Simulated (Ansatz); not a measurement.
Energy needed to pull apart CH6AlB (SMILES C[BH][AlH2]), singlet, into free ground-state atoms, from the structure below (displaced at random from a GFN2-xTB minimum); no zero-point or spin–orbit terms; open-shell atoms are treated unrestricted, in their ground-state multiplicity.

```xyz
9
angstrom
C -0.7353 0.7000 -0.7940
B 0.7399 0.4574 -0.3257
Al 0.7085 -1.0560 1.1415
H -1.1663 -0.2329 -1.1870
H -0.8777 1.4921 -1.5324
H -1.3812 0.9343 0.0311
H 1.5946 1.0715 -0.8268
H -0.7105 -1.6223 1.5348
H 1.8234 -1.7258 1.9908
```

Program: Ansatz 0.2.0. Basis: def2-TZVPP. Cores are frozen in the correlated methods.

```tsv
method	atomization energy (kcal/mol)
PBE-D4	676.9
revPBE-D4	665.5
r2SCAN-D4	?
PBE0-D4	674.7
r2SCAN0-D4	?
wB97M-V	678.6
HF	526.2
MP2	661.0
CCSD	655.2
CCSD(T)	660.7
```

What does r2SCAN0-D4 give? (To be estimated.)

Computed: 674.7 kcal/mol, which is about 14.1 kcal/mol more than CCSD(T)/def2-TZVPP.

What does r2SCAN-D4 give? (Judge from chemistry; the value comes from the calculation.)

The calculation gives: 678.7 kcal/mol, which is about 18.0 kcal/mol more than CCSD(T)/def2-TZVPP.

In triple zeta the MP2 and coupled-cluster atomization energies are still short of their basis limit by a few kcal/mol a bond, whereas those of the functionals are nearly converged, so these differences are not deviations from converged CCSD(T).

No T1 diagnostic of these runs exceeds 0.010.

For scale, one of the runs: CCSD(T)/def2-TZVPP forces, 188 basis functions (an equivalent command: `ansatz run in.yaml --threads 4`). The run took 71 s on 4 CPU threads (shared host), with 3.8 GiB of host memory at its peak.
